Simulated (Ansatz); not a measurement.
# BNH (quartet): the correlation ladder at scale of all distances = 1.285, 6-31G

How much of the correlation energy of BNH (quartet) does each wave-function method recover here?

Computed with Ansatz 0.2.0, Gaussian basis. Level: 6-31G, core rule «outside noble gas», up to 2 orbitals frozen.

Plan: UHF; CCSD(T) on ROHF; CCSD(T) on UHF; BCCD(T) on ROHF; CISD; CCSDT(Q) on ROHF; CCSDT(Q) on UHF; CCSDTQ on ROHF; CASSCF and MRCISD+Q, 5 electrons in 5 orbitals; CASSCF and NEVPT2, 5 electrons in 5 orbitals; CASSCF and MRCISD+Q, 9 electrons in 9 orbitals; CASSCF and NEVPT2, 9 electrons in 9 orbitals; Full CI.

19 further runs of the same task are left out: 1 for a known fault of the program, 14 that didn't finish, 4 set aside as unsound or not needed.

## 1. The geometry

The geometry derives from a PBE0/def2-TZVP stationary point (not a proven minimum). All distances are scaled together.

3 atoms, charge 0, spin multiplicity 4.

Atoms are counted from 1 here; the program's logs count them from 0.

No contacts short enough for the rule that draws bonds.

## 2. UHF

Contents of in.yaml:

```yaml
crystal:
  periodic: [false, false, false]
  atoms:
    - {symbol: B, position_ang: [0.000000, 0.102481, 1.109951]}
    - {symbol: N, position_ang: [0.000000, -0.151138, -0.755486]}
    - {symbol: H, position_ang: [0.000000, 1.001073, -1.406649]}
basis:
  gaussian: {orbitals: 6-31G}
magnetization: {spin_polarized: true, initial_magnetization: 3}
hamiltonian: {xc: hf}
output: {orbitals: {seedname: orbitals}}
```

Command:

```sh
$ ansatz run in.yaml --threads 1 --pin off --events-out ev --progress --plain --max-ram 2393MiB
```

Further steps of the session: CCSD(T) on ROHF; CCSD(T) on UHF; BCCD(T) on ROHF; CISD; CCSDT(Q) on ROHF; CCSDT(Q) on UHF; CCSDTQ on ROHF; CASSCF and MRCISD+Q, 5 electrons in 5 orbitals; CASSCF and NEVPT2, 5 electrons in 5 orbitals; CASSCF and MRCISD+Q, 9 electrons in 9 orbitals; CASSCF and NEVPT2, 9 electrons in 9 orbitals; Full CI.

Before running them: what should the planned runs give, taken together? Wanted: FCI below the RHF energy; RMP2 from FCI; UMP2 from FCI; RCCSD from FCI; RCCSD(T) from FCI; UCCSD(T) from FCI; RCCSDT(Q) from FCI; UCCSDT(Q) from FCI; NEVPT2 pair from FCI.

As calculated:

| quantity | value |
| --- | --- |
| FCI below the RHF energy | -4.3394 eV |
| RMP2 from FCI | +22.11 kcal/mol |
| UMP2 from FCI | +27.18 kcal/mol |
| RCCSD from FCI | +4.19 kcal/mol |
| RCCSD(T) from FCI | +1.02 kcal/mol |
| UCCSD(T) from FCI | +1.10 kcal/mol |
| RCCSDT(Q) from FCI | 0.00 kcal/mol |
| UCCSDT(Q) from FCI | -0.01 kcal/mol |
| NEVPT2 pair from FCI | +18.14 kcal/mol |
| MRCISD+Q pair from FCI | +0.82 kcal/mol |
| NEVPT2 valence from FCI | +8.51 kcal/mol |
| levels within 1 kcal/mol (43 meV) | RCCSDT, UCCSDT, RCCSDT(Q), UCCSDT(Q), RCCSDTQ, MRCISD+Q pair, MRCISD+Q valence |
| T1 diagnostic | 0.051 |
| effectively unpaired electrons | 3.10 |

RCCSD(T) lands +1.02 kcal/mol from the yardstick (1.0 % of the correlation energy). The occupations are near whole numbers, but T1 = 0.051 shows that the orbitals relax strongly. Of the multireference levels listed MRCISD+Q valence comes nearest in total energy (+0.55 kcal/mol), which doesn't show that its space is the better one. These misses are within one basis, not against nature; the frozen cores of restricted and unrestricted runs differ, which can shift their rows.
